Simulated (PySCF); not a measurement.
**carbon trimer: 4 charge schemes on one density**

Compound: carbon trimer, C3 (singlet state).
Cartesian coordinates in Å at the PBE0-D3(BJ)/def2-TZVP level; atoms count from 1:
```
atom  x, y, z in Å
C1    -1.3340    0.3689    0.0829
C2    -0.0805    0.0721    0.0631
C3     1.1601   -0.2750    0.0594
```

Density: PBE0/pcSseg-2 (PySCF); schemes: Mulliken, IAO, Hirshfeld and ESP-fitted. Geometry: PBE0-D3(BJ)/def2-TZVP; no solvent, vibrations or thermal averaging.

Which atoms carry the highest charge in the Mulliken, IAO, Hirshfeld and ESP-fitted schemes?

The schemes don't all agree: Mulliken C1 and C3 (+0.103); IAO C1 and C3 (+0.093); Hirshfeld C1 and C3 (+0.049); ESP-fitted C2 (+0.648).

Which atoms carry the lowest charge in the Mulliken, IAO, Hirshfeld and ESP-fitted schemes?

The schemes don't all agree: Mulliken C2 (-0.206); IAO C2 (-0.186); Hirshfeld C2 (-0.097); ESP-fitted C1 and C3 (-0.324).

What partial charge does each atom carry?

In e:

```tsv
atom	environment	Mulliken	IAO	Hirshfeld	ESP-fitted
C1	carbon bonded to C	+0.103	+0.093	+0.049	-0.324
C2	central carbon of cumulated double bonds	-0.206	-0.186	-0.097	+0.648
C3	carbon bonded to C	+0.103	+0.093	+0.049	-0.324
```

Mean size of the charges over all atoms: ESP-fitted 0.432 e, Mulliken 0.137 e, IAO 0.124 e, Hirshfeld 0.065 e. Each set sums to the total charge, 0, to within 0.001 e. The Mulliken scheme gives each basis function's population to the atom it is centred on and halves the overlap population of two atoms between them.

How many electrons does the Hirshfeld scheme count on C1?

Z − q = 6 − (+0.049) ≈ 5.952.

Sum the charges by element.

| element | atoms | Mulliken | IAO | Hirshfeld | ESP-fitted |
| --- | --- | --- | --- | --- | --- |
| C | 3 | 0.000 | 0.000 | 0.000 | 0.000 |
